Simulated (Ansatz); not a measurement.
Ideal-gas functions of `O[SiH]` at 298.15 K and 1 bar, from an Ansatz frequency run at PBE0-D4/def2-TZVP.

Molar mass 46.1 g/mol, point group Cs (symmetry number 1), electronic degeneracy 1, moments of inertia 2.908, 30.833, 33.741 u Å². Harmonic wavenumbers (cm⁻¹, unscaled): 671, 800, 867, 960, 2004, 3882.

Use S(trans) = R[1.5 ln M + 2.5 ln T − 1.1517]; rotational temperatures θ = 24.2544 K / I; S(rot) = R[ln(√π/σ · √(T³/θAθBθC)) + 1.5]; for each mode x = 1.438777 ν̃/T, S = R[x/(eˣ − 1) − ln(1 − e⁻ˣ)] and H = RT x/(eˣ − 1); 1 cm⁻¹ = 0.0119627 kJ/mol; R = 8.31446 J/(mol·K).

By hand: the entropy, in J/(mol·K).

Translation 156.6. Rotation: θ = 8.3406, 0.7866, 0.7188 K, giving 81.8. Vibration, mode by mode: 1.43, 0.87, 0.67, 0.46, 0.01, 0.00, in all 3.4. Electronic 0.0. Sum 241.8 J/(mol·K).

By hand: H − E and G − E in kJ/mol, counted from the electronic energy.

Zero-point energy ½ × 9184 × 0.0119627 = 54.9; thermal vibration 0.8; translation, rotation and pV give 4 RT = 9.9. H − E = 65.6 kJ/mol, and G − E = 65.6 − 298.15 × 241.8/1000 = -6.5 kJ/mol.

Vibration gives 1 % of the entropy; all modes have x over 3 and are hardly excited.
